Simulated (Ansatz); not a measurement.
**CHClSi+ (doublet): the correlation ladder, cc-pVDZ**

How much of the correlation energy of CHClSi+ (doublet) does each wave-function method recover here?

Program: Ansatz 0.2.0, Gaussian basis. Level of theory: cc-pVDZ, core rule «outside noble gas», up to 11 orbitals frozen. These are calculated values, not measurements.

Plan: UHF; CCSD(T) on ROHF; CCSD(T) on UHF; BCCD(T) on ROHF; CISD as a restricted active space (open shells left free, so some higher excitations enter); CCSDT(Q) on ROHF; CCSDT(Q) on UHF; CASSCF and MRCISD+Q, 9 electrons in 9 orbitals; CASSCF and NEVPT2, 9 electrons in 9 orbitals.

11 further runs of the same task are left out: 3 that didn't finish, 8 set aside as unsound or not needed. Runs told in other sessions of the task aren't counted.

## (1) The system

The geometry is a PBE0/def2-TZVP stationary point (not a proven minimum) of the parent state, kept for this charge and spin.

4 atoms, charge 1, spin multiplicity 2.

Atoms are counted from 1 here; the program's logs count them from 0.

Bond lengths: Cl1–C2 1.807 Å, C2–Si3 1.708 Å, C2–H4 1.079 Å. Angles: Cl1–C2–Si3 91.9°, Cl1–C2–H4 114.0°, Si3–C2–H4 154.1°.

## (2) UHF

Contents of in.yaml:

```yaml
crystal:
  periodic: [false, false, false]
  atoms:
    - {symbol: Cl, position_ang: [0.000000, -0.196247, 1.153603]}
    - {symbol: C, position_ang: [0.000000, 0.995453, -0.204776]}
    - {symbol: Si, position_ang: [0.000000, -0.250678, -1.372761]}
    - {symbol: H, position_ang: [0.000000, 2.025789, 0.114595]}
basis:
  gaussian: {orbitals: cc-pVDZ}
total_charge: 1
magnetization: {spin_polarized: true, initial_magnetization: 1}
hamiltonian: {xc: hf}
output: {orbitals: {seedname: orbitals}}
```

Started as:

```sh
$ ansatz run in.yaml --threads 1 --pin off --events-out ev --progress --plain --max-ram 2393MiB
```

The runs that follow: CCSD(T) on ROHF; CCSD(T) on UHF; BCCD(T) on ROHF; CISD as a restricted active space (open shells left free, so some higher excitations enter); CCSDT(Q) on ROHF; CCSDT(Q) on UHF; CASSCF and MRCISD+Q, 9 electrons in 9 orbitals; CASSCF and NEVPT2, 9 electrons in 9 orbitals.

Q: Predict the results of all the runs planned. Wanted: UCCSDT(Q) from the RHF energy; RMP2 from UCCSDT(Q); UMP2 from UCCSDT(Q); RCCSD from UCCSDT(Q); RCCSD(T) from UCCSDT(Q); UCCSD(T) from UCCSDT(Q); RCCSDT(Q) from UCCSDT(Q); NEVPT2 frontier from UCCSDT(Q); MRCISD+Q frontier from UCCSDT(Q).

**Answer**, as computed:

```
                         quantity                      value
    UCCSDT(Q) from the ROHF energy                 -9.9959 eV
              RMP2 from UCCSDT(Q)              +140.5 kJ/mol
              UMP2 from UCCSDT(Q)              +142.6 kJ/mol
             RCCSD from UCCSDT(Q)               +40.4 kJ/mol
          RCCSD(T) from UCCSDT(Q)                +6.7 kJ/mol
          UCCSD(T) from UCCSDT(Q)                +6.9 kJ/mol
         RCCSDT(Q) from UCCSDT(Q)                +0.5 kJ/mol
   NEVPT2 frontier from UCCSDT(Q)              +125.0 kJ/mol
 MRCISD+Q frontier from UCCSDT(Q)               +13.0 kJ/mol
levels within 1 kcal/mol (43 meV)  RCCSDT, UCCSDT, RCCSDT(Q)
                    T1 diagnostic                      0.031
```

What this shows: RCCSD(T) misses by +6.7 kJ/mol, 0.7 % of the correlation energy. Of the multireference levels listed MRCISD+Q frontier comes nearest in total energy (+13.0 kJ/mol), which doesn't show that its space is the better one. These misses are within one basis, not against nature; the frozen cores of restricted and unrestricted runs differ, which can shift their rows.

With open shells the CI space here admits some higher excitations, so it is larger than plain CISD.
